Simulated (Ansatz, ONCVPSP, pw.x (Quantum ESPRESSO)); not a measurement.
# gallium (diamond): variants of one ONCV potential in the solid

Ga (Z = 31), optimised norm-conserving Vanderbilt (ONCV), made with ONCVPSP 4.0.1.1 (patched build) (LDA (Perdew-Wang 92), scalar-relativistic). Core [Ar] 3d10, reference 4s2 4p1. Waves: 4s: rc 1.90 bohr, ncon 3, nbas 6, qcut 3.1 1/bohr, 1 projector; 4p: rc 2.65 bohr, ncon 3, nbas 6, qcut 2.7 1/bohr, 3 projectors, debl 1 Ha; d scattering state at 0.09 Ha: rc 2.35 bohr, ncon 3, nbas 7, qcut 4 1/bohr, 3 projectors, debl 3.2 Ha. Local part: polynomial inside 1.50 bohr (lpopt 3, dvloc0 1 Ha). Core correction: none.

Crystal test: diamond Ga in pw.x 7.5, no spin, 8³ k-points, Fermi–Dirac smearing 0.01 Ry, cutoffs set for each file from its atomic test. The reference is all-electron LAPW (Ansatz 0.2.0) with the same functional, mesh and smearing; V0 and B0 come from Birch–Murnaghan fits to the pressures at five volumes. Errors are pseudo minus all-electron; Δ is the rms difference of the E(V) curves that follow from these fits, minima aligned, over ±6 % about the mean V0. Mesh and smearing are coarse, so the numbers serve the comparison and aren't converged zero-temperature values; the lattice is a test structure that the element need not adopt.

All-electron: a0 = 5.683 Å (V0 = 22.94 Å³/atom), B0 = 48.4 GPa.

Base: The largest radius (2.65 bohr) exceeds half the bond length (2.32 bohr), so the spheres overlap, which is one possible source of error among others. This is a poor potential for the solid.

1 further variants are left out: they gave no file fit for a test, a broken result, the same result as the base, or pressures whose basis-set error rivals the error shown.

```tsv
change	cutoffs (Ry)	pw.x	a0 (Å)	a0 error (%)	B0 error (%)	Δ (meV/atom)	mean pressure error (GPa)
base	65/260	converged	5.600	-1.45	+3.5	10.7	-2.03
local potential polynomial inside 1.40 bohr (lpopt 3, dvloc0 -1 Ha)	65/260	converged	5.596	-1.53	+4.0	11.2	-2.13
local potential polynomial inside 1.50 bohr (lpopt 3, dvloc0 4 Ha)	65/260	converged	5.602	-1.42	+3.4	10.4	-1.98
s: qcut 2.8; p: qcut 2.4; d: qcut 3.6	80/320	converged	5.595	-1.54	+3.7	11.3	-2.14
core correction Teter function, fcfact 3.25, rcfact 1.7	65/260	converged	5.754	+1.26	-14.9	8.5	+1.68
```
